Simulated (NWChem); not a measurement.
## Ionisation of CH (+1)

```xyz
2

C      0.0000     0.0000     0.1639
H      0.0000     0.0000    -0.9833
```
Charge +1, spin multiplicity 1.

Everything below was run with NWChem. The geometry was optimised at PBE0/def2-SVP, a minimum by its harmonic frequencies.

Basis set: def2-TZVP. −ε marks an orbital energy of the parent.

B3LYP has NWChem's definition, with VWN1-RPA local correlation. The structure started from a generated list of species.

For the first vertical ionisation energy, −ε(HOMO) of HF gives 23.74 eV and −ε(HOMO) of PBE gives 18.25 eV. What do −ε(HOMO) of BP86, −ε(HOMO) of B3LYP, −ε(HOMO) of r2SCAN give?

−ε(HOMO) of BP86: 18.36 eV; −ε(HOMO) of B3LYP: 19.63 eV; −ε(HOMO) of r2SCAN: 18.57 eV.
